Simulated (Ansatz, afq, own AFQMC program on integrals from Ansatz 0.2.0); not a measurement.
# CH$_{2}$N, doublet in cc-pVDZ along one coordinate

```xyz
4

N     0.0000    0.0000    0.5594
C     0.0000    0.0000   -0.8396
H     0.0000    0.8569    1.1156
H     0.0000   -0.8569    1.1156
```

The N1–C2 distance is changed with both sides rigid. Energies in eV count from this geometry (1.399 Å) at the same level; the start stands on UHF, each point on the determinant named.

Basis cc-pVDZ. Only valence electrons are correlated. Integrals, coupled cluster, full CI and functionals: Ansatz 0.2.0; the random walks run on the same integrals in our own AFQMC program. The CISD trial takes its coefficients from CCSD amplitudes. Released means that phaseless walkers are propagated on without the constraint, phases kept. Error bars are statistical, one sigma.

Cautions, each for one point or more: CCSDT(Q) on the ROHF determinant differs, by its state or its frozen core; an unrestricted solution with more broken spin lies lower; higher spins were not checked; raised T1 diagnostic; the ph-AFQMC/CISD walk drifts between its halves; unrestricted determinant spin contaminated; walk and cluster series may follow different spin states.

```
r(N1–C2) / Å  det.     T1  weight  ⟨S²⟩  CCSD(T)  ph-AFQMC/CISD  released AFQMC  CCSDT(Q)  r2SCAN    PBE0
       1.139   UHF  0.016    0.90  0.76    1.018  0.998 ± 0.020   1.002 ± 0.029     1.032   0.795   0.744
       1.796   UHF  0.046    0.84  0.78    2.318  2.304 ± 0.037  2.196 ± 0.063*     2.244   2.401   2.546
       2.419  UHF¶  0.022    0.89  1.76    4.661  4.552 ± 0.024  4.517 ± 0.039*     4.599  4.811§  5.005§
       3.521  UHF¶  0.007    0.90  1.76    5.062  5.068 ± 0.019  5.067 ± 0.025*     5.083  5.524§  5.625§
```

Weight is that of the determinant in the CISD state; at the start T1 is 0.022 and the weight 0.89, and ⟨S²⟩ is 0.77. ¶ marks points with a poor determinant and no full CI, where no value is sure; they don't count among the departures. An asterisk marks released energies that aren't shown to be converged. § marks a functional whose ⟨S²⟩ is too high by over 0.1. Largest departures from phaseless AFQMC with a CISD trial: CCSD(T) 0.020 eV at 1.139 (on UHF) (within the noise), CCSDT(Q) -0.060 eV at 1.796 (on UHF) (within the noise), r2SCAN -0.203 eV at 1.139, PBE0 -0.254 eV at 1.139. The walk's constraint bias lies outside its error bars, so these are departures and not errors. Functionals count only at points shown to share the start's state and spin. In this small basis the wave-function levels are far from their limit, so their gap to the functionals isn't the functionals' error.

Some points may be missing: those where a free walk finds a much lower state, and past Zn most of those on another determinant than at the start.

CCSDT and higher add their correlation energy to the determinant of the CCSD(T) run, since their own runs factorise the integrals more tightly (a shift of under 2 meV). A walk keeps the symmetry of its determinant, which the program's search chose and which needn't be the lowest solution, so a lower state of the same spin and another symmetry isn't excluded.
